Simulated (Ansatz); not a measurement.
B20 (FeSi-type) FeSi was calculated with rVV10 (plane waves, PAW; Ansatz, a quantum-chemistry and plane-wave program).

Settings: plane-wave cutoff 500 eV, 10×10×10 k mesh, Fermi–Dirac smearing 0.05 eV, no spin polarisation, scalar-relativistic PAW data made under PBE.

Cell (relaxed at this level):

```
CELL_PARAMETERS angstrom
      4.46014     0.00000     0.00000
      0.00000     4.46014     0.00000
      0.00000     0.00000     4.46014
ATOMIC_POSITIONS crystal
  Fe 0.86318 0.63682 0.36318
  Fe 0.36318 0.86318 0.63682
  Fe 0.13682 0.13682 0.13682
  Fe 0.63682 0.36318 0.86318
  Si 0.15885 0.34115 0.65885
  Si 0.65885 0.15885 0.34115
  Si 0.84115 0.84115 0.84115
  Si 0.34115 0.65885 0.15885
```

Task: What does this level give for the band gap?

Result: 
band gap: 0.17 eV (on the SCF k mesh)

Measured, for comparison: band gap 0.05 eV (temperature not stated, no zero-point or thermal correction, indirect, transport; lower end of the printed range; as tabulated in Tomczak (2018), arXiv:1802.07220).

Computed values are for the static lattice.

Computing time: very roughly 2.3 core-minutes.
